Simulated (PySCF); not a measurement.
PySCF input (PBE0/STO-3G):

```python
import numpy as np, basis_set_exchange as bse
from pyscf import gto, scf, dft, df
from pyscf.prop.nmr import rks as nmr

basis = {'F': gto.basis.parse(bse.get_basis('STO-3G', elements=['F'], fmt='nwchem'))}
mol = gto.M(
    atom='''
    F    -0.00000000   -0.00000000   -0.69824324
    F     0.00000000    0.00000000    0.69824324
    ''',
    basis=basis,
    charge=0,
    verbose=4,
    max_memory=1839,
)
mf = dft.RKS(mol, xc='pbe0')
mf.grids.level = 3
mf.conv_tol = 1e-9
mf.max_cycle = 100
print('smallest overlap eigenvalue', np.linalg.eigvalsh(mol.intor('int1e_ovlp'))[0])
mf.kernel()
dip = mf.dip_moment()
n = nmr.NMR(mf)
n.verbose = 2
n.max_cycle_cphf = 60
sigma = n.kernel()
for i, x in enumerate(sigma):
    print(mol.atom_symbol(i), i + 1, round(x.trace() / 3, 3))
```

Output:

```
PySCF version 2.14.0

[INPUT] verbose = 4
[INPUT] num. atoms = 2
[INPUT] num. electrons = 18
[INPUT] charge = 0
[INPUT] spin (= nelec alpha-beta = 2S) = 0
[INPUT] symmetry False subgroup None
[INPUT] Mole.unit = angstrom
[INPUT] Symbol           X                Y                Z      unit          X                Y                Z       unit  Magmom
[INPUT]  1 F      0.000000000000   0.000000000000  -0.698243240000 AA    0.000000000000   0.000000000000  -1.319488491929 Bohr   0.0
[INPUT]  2 F      0.000000000000   0.000000000000   0.698243240000 AA    0.000000000000   0.000000000000   1.319488491929 Bohr   0.0

nuclear repulsion = 30.6937121829636
number of shells = 6
number of NR pGTOs = 30
number of NR cGTOs = 10
basis = {'F': [[0, [166.679134, 0.1543289673], [30.36081233, 0.5353281423], [8.216820672, 0.4446345422]], [0, [6.464803249, -0.09996722919], [1.502281245, 0.3995128261], [0.4885884864, 0.7001154689]], [1, [6.464803249, 0.155916275], [1.502281245, 0.6076837186], [0.4885884864, 0.3919573931]]]}
ecp = {}
smallest overlap eigenvalue 0.6109451866748361

******** <class 'pyscf.dft.rks.RKS'> ********
method = RKS
initial guess = minao
damping factor = 0
level_shift factor = 0
DIIS = <class 'pyscf.scf.diis.CDIIS'>
diis_start_cycle = 1
diis_space = 8
diis_damp = 0
SCF conv_tol = 1e-09
SCF conv_tol_grad = None
SCF max_cycles = 100
direct_scf = True
direct_scf_tol = 1e-13
XC library pyscf.dft.libxc version 7.1.2
    S. Lehtola, C. Steigemann, M. J. T. Oliveira, and M. A. L. Marques,  SoftwareX 7, 1–5 (2018)
XC functionals = pbe0
    C. Adamo and V. Barone,  J. Chem. Phys. 110, 6158 (1999)
    M. Ernzerhof and G. E. Scuseria,  J. Chem. Phys. 110, 5029 (1999)
radial grids:
    Treutler-Ahlrichs [JCP 102, 346 (1995); DOI:10.1063/1.469408] (M4) radial grids

becke partition: Becke, JCP 88, 2547 (1988); DOI:10.1063/1.454033
pruning grids: <function nwchem_prune>
grids dens level: 3
symmetrized grids: False
atomic radii adjust function: <function treutler_atomic_radii_adjust>
small_rho_cutoff = 0
Set gradient conv threshold to 3.16228e-05
Initial guess from minao.
tot grids = 28528
init E= -196.446982006164
  HOMO = -0.343545328404129  LUMO = -0.0934526266041417  gap/eV = 6.80537
cycle= 1 E= -196.519817383816  delta_E= -0.0728  |g|= 0.0997  |ddm|= 1.85
  HOMO = -0.202139993205122  LUMO = 0.116749204504759  gap/eV = 8.67742
cycle= 2 E= -196.523310672841  delta_E= -0.00349  |g|= 0.0145  |ddm|= 0.162
  HOMO = -0.196769075484201  LUMO = 0.124229039785407  gap/eV = 8.73480
cycle= 3 E= -196.523377318183  delta_E= -6.66e-05  |g|= 7.17e-05  |ddm|= 0.0193
  HOMO = -0.196747165516636  LUMO = 0.124278442013024  gap/eV = 8.73555
cycle= 4 E= -196.523377319346  delta_E= -1.16e-09  |g|= 2.74e-07  |ddm|= 7.92e-05
  HOMO = -0.196747013945303  LUMO = 0.124278402066987  gap/eV = 8.73555
cycle= 5 E= -196.523377319346  delta_E= 5.68e-14  |g|= 2.53e-11  |ddm|= 4.06e-07
  HOMO = -0.196747013961865  LUMO = 0.12427840207438  gap/eV = 8.73555
Extra cycle  E= -196.523377319346  delta_E= -1.14e-13  |g|= 3.9e-12  |ddm|= 4.33e-11
converged SCF energy = -196.523377319346
Dipole moment(X, Y, Z, Debye):  0.00000,  0.00000, -0.00000
F 1 34.144
F 2 34.144
```
